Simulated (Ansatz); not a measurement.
Predict the output of the script below (Ansatz's Python interface).

The script, `pa.py`:
```python
"""Adding a proton to BH4O(-)."""

import ansatz
import numpy as np

bh4o = (
    ansatz.Crystal.molecule()
    .atom("B", [-0.3682, 0.0013, -0.0155])
    .atom("O", [0.9809, -0.4455, -0.4005])
    .atom("H", [-0.4886, 1.1676, -0.2345])
    .atom("H", [-1.1771, -0.5984, -0.6517])
    .atom("H", [-0.5515, -0.2102, 1.144])
    .atom("H", [1.6045, 0.0851, 0.1583])
)

calculation = bh4o.calculation().basis(gaussian="6-31G*").functional("r2scan").charge(-1)
symbols = [site.symbol for site in bh4o.cartesian_sites]
start = np.array([site.position_ang for site in bh4o.cartesian_sites], dtype=float)
summary = calculation.relax(force_tolerance=0.01).run(threads=1, pin="off").report
end = np.array(summary["positions_ang"])

# start the new hydrogen opposite the existing bonds
away = sum((end[1] - end[j]) / np.linalg.norm(end[1] - end[j]) for j in [0, 5]) + np.array([0.15, 0.1, -0.2])
proton = end[1] + 1.0 * away / np.linalg.norm(away)
acid = ansatz.Crystal.molecule()
for symbol, place in zip(symbols, end):
    acid = acid.atom(symbol, place.tolist())
acid = acid.atom("H", proton.tolist())
protonated = (
    acid.calculation()
    .basis(gaussian="6-31G*")
    .functional("r2scan")
    .relax(force_tolerance=0.01, max_steps=80)
)
after = protonated.run(threads=1, pin="off").report
xyz = np.array(after["positions_ang"])
reach = np.linalg.norm(xyz[:-1] - xyz[-1], axis=1)
print(f"base {summary['free_energy_ev']:.5f} eV, protonated {after['free_energy_ev']:.5f} eV")
print(f"the proton ends {reach.min():.3f} A from {symbols[reach.argmin()]}{reach.argmin()}")
print(f"electronic proton affinity {23.060548 * (summary['free_energy_ev'] - after['free_energy_ev']):.1f} kcal/mol")
```

```console
$ python pa.py
base -2787.10399 eV, protonated -2802.12684 eV
the proton ends 0.972 A from O1
electronic proton affinity 346.4 kcal/mol
```

Total energies depend on the basis set; only differences at equal settings carry meaning. The proton is put on one chosen atom, which needn't be the most basic site, so the molecule's proton affinity can be higher; the ends are stationary points, not checked by frequencies, and zero-point and thermal terms count only where printed. Anions want diffuse functions, which this basis lacks. Hardware and time: 19 s on 1 thread of Arm Neoverse V1 (shared host), peak memory 0.19 GiB.
